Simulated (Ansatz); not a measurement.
Input file:

```yaml
crystal:
  periodic: [false, false, false]
  atoms:
    - {symbol: F, position_ang: [0.000000, 0.000000, 3.072786]}
    - {symbol: Mg, position_ang: [0.000000, 0.000000, -0.040247]}
    - {symbol: H, position_ang: [0.000000, 0.000000, -3.032539]}
basis:
  gaussian: {orbitals: 6-31G}
magnetization: {spin_polarized: true, initial_magnetization: 0}
correlation: {method: ccsdt_q, electrons: outside_noble_gas}
```

```sh
$ ansatz run in.yaml --threads 1 --pin off --events-out ev --progress --plain --max-ram 2393MiB
```

Question: Roughly how long does this take on 1 thread of Arm Neoverse V2, shared host, and how much host memory?

Answer: 8 s wall and 0.12 GiB.

```
424 factors; integrals over basis functions are off by at most 4.7e-8 eV
mean field evaluation 1: about -8142.1675 eV, gradient 2.8e1 eV
mean field evaluation 2: about -8142.1681 eV, gradient 2.8e1 eV
mean field evaluation 4: about -8145.9489 eV, gradient 6.6e0 eV
mean field evaluation 8: about -8146.2932 eV, gradient 6.5e-2 eV
mean field evaluation 16: about -8146.4456 eV, gradient 1.8e0 eV
mean field evaluation 32: about -8144.5592 eV, gradient 2.7e1 eV
mean field evaluation 64: about -8148.4768 eV, gradient 2.4e-2 eV
mean field evaluation 96: about -8145.2692 eV, gradient 1.4e-6 eV
mean field evaluation 128: about -8148.4300 eV, gradient 1.2e0 eV
mean field evaluation 160: about -8148.4768 eV, gradient 2.4e-2 eV
...
cycle  63  -3.59717267 eV  change   -1.8e-6 eV  update   1.4e-6
cycle  64  -3.59717501 eV  change   -2.3e-6 eV  update   1.1e-6
cycle  65  -3.59717728 eV  change   -2.3e-6 eV  update   1.2e-6
cycle  66  -3.59717918 eV  change   -1.9e-6 eV  update   8.8e-7
cycle  67  -3.59718086 eV  change   -1.7e-6 eV  update   8.8e-7
cycle  68  -3.59718241 eV  change   -1.6e-6 eV  update   5.5e-7
cycle  69  -3.59718395 eV  change   -1.5e-6 eV  update   6.1e-7
cycle  70  -3.59718471 eV  change   -7.7e-7 eV  update   3.2e-7
cycle  71  -3.59718581 eV  change   -1.1e-6 eV  update   2.6e-7
cycle  72  -3.59718599 eV  change   -1.8e-7 eV  update   2.0e-7
perturbative correction -0.05017312 eV, -0.0018438281 hartree
Total energy: -8152.31725939 eV, -299.5921334433 hartree
```

For the same geometry and basis full CI lies 21.2 meV lower.
